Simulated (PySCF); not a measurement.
CCl₄, SMILES ClC(Cl)(Cl)Cl. Atoms are numbered in the order given.

```xyz
5

Cl     1.0311     1.0311    -1.0311
C      0.0000     0.0000     0.0000
Cl    -1.0311     1.0311     1.0311
Cl    -1.0311    -1.0311    -1.0311
Cl     1.0311    -1.0311     1.0311
```
Charge 0, spin multiplicity 1.

Geometry: B3LYP-D3(BJ)/def2-SVP.

Method: r2SCAN/def2-TZVP run with PySCF.

Symmetry labels are those of the subgroup D2 that the program uses (full group Td).

Q: List the valence orbital energies around the gap with their symmetry. (Estimate from the structure and the level; the computed values follow.)

A: 
```
orbital  symmetry  energy (eV)
-------  --------  -----------
HOMO−7          A        -9.56
HOMO−6          A        -9.56
HOMO−5         B1        -8.94
HOMO−4         B2        -8.94
HOMO−3         B3        -8.94
HOMO−2         B1        -8.02
HOMO−1         B2        -8.02
HOMO           B3        -8.02
LUMO            A        -2.76
LUMO+1         B1        -1.14
LUMO+2         B2        -1.14
LUMO+3         B3        -1.14
```
